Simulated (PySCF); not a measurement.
# C5H8S: the cost of one run

Computed with PySCF 2.14.0 and routines of our own; the level stands in each step. Atoms count from 0.

### Step 1. The starting structure

14 atoms, charge 0, multiplicity 1; geometry from: GFN2-xTB.

### Step 2. Magnetic properties: GIAO B3LYP/pcSseg-1

Job settings and geometry (Å):

```
{"job": {"kind": "mag", "xc": "B3LYP", "basis": "pcSseg-1", "isotopologues": 2}, "charge": 0, "multiplicity": 1}
C     -3.030706     0.363506    -0.024922
C     -1.639515    -0.032901    -0.043710
C     -0.492621    -0.379582    -0.064507
C      0.907505    -0.759895    -0.092231
C      1.781042     0.414749     0.336857
S      3.556099    -0.018213     0.344075
H     -3.277724     0.812708     0.936741
H     -3.221359     1.089967    -0.814645
H     -3.668277    -0.505929    -0.183876
H      1.176941    -1.071664    -1.106914
H      1.071864    -1.606183     0.580893
H      1.639792     1.274280    -0.318957
H      1.557385     0.710939     1.361495
H      3.638896    -0.292254    -0.957355
```

Level: GIAO B3LYP/pcSseg-1 magnetisability, rotational g tensor and spin-rotation constants, non-relativistic, gas phase.

The run is started by

```
$ OMP_NUM_THREADS=1 python excited_run.py task.json out
```

This one command runs all jobs of the session in turn.

**Question.** How long does this first job take on 1 thread of Arm Neoverse N1, shared host, and how much memory does it need?

About 38 s, with a peak of 0.71 GiB.
